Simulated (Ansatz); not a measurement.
# Two structures, one formula

Two relaxed structures of Si3H6, singlet (PBE0-D4/def2-TZVP; forces vanish, vibrations not checked).

A:

```xyz
9
angstrom
Si -1.3527 -0.3796 -0.3081
Si 0.7737 0.8367 -0.3731
Si 0.3999 -0.8968 1.1555
H -1.6120 -1.1374 -1.5611
H -2.5659 0.3957 0.0570
H 1.5001 0.6423 -1.6561
H 0.7367 2.2845 -0.0439
H -0.7109 0.9197 -1.1956
H -0.2192 0.2297 1.9867
```

B:

Si1  (-1.199, -0.172, -0.584)
Si2  (0.903, 0.831, -0.551)
Si3  (0.297, -0.660, 1.134)
H4  (-1.471, -1.214, -1.605)
H5  (-2.387, 0.661, -0.273)
H6  (1.910, 0.401, -1.551)
H7  (0.993, 2.274, -0.218)
H8  (0.935, -1.999, 1.160)
H9  (0.019, -0.122, 2.488)
(Å)

Program: Ansatz 0.2.0. Basis: def2-TZVPP. Cores are frozen in the correlated methods. B3LYP uses VWN-RPA correlation.

(1) Which structure is lower at CCSD(T), and by how much? (An estimate is asked for; the value comes from the calculation.)

The T1 diagnostic stays at or below 0.017.

## Answers

(1) By the calculation: B, by 70.5 kJ/mol (electronic energy, against the other). By their contacts, A is Si₃H₆ ([H]1[SiH2]2[SiH][SiH2]12) and B is Si₃H₆ ([SiH2]1[SiH2][SiH2]1).

All methods give the same order:

| method | E(B) − E(A) (kJ/mol) |
| --- | --- |
| PBE-D4 | -56.7 |
| r2SCAN-D4 | -68.1 |
| PBE0-D4 | -67.0 |
| B3LYP-D4 | -69.4 |
| wB97M-V | -59.8 |
| HF | -108.9 |
| MP2 | -66.9 |
| CCSD | -77.0 |
| CCSD(T) | -70.5 |

Labels in which every atom is bracketed show which atoms are joined, not bond orders.

For scale, one of the runs: CCSD(T)/def2-TZVPP, 210 basis functions, launched by `ansatz run in.yaml --threads 2 --pin off --events-out ev --progress --plain --max-ram 4352MiB`. Time: 39 s of wall clock on 2 CPU threads of an Arm Neoverse V2; the host was shared. Peak host memory: 2.5 GiB.
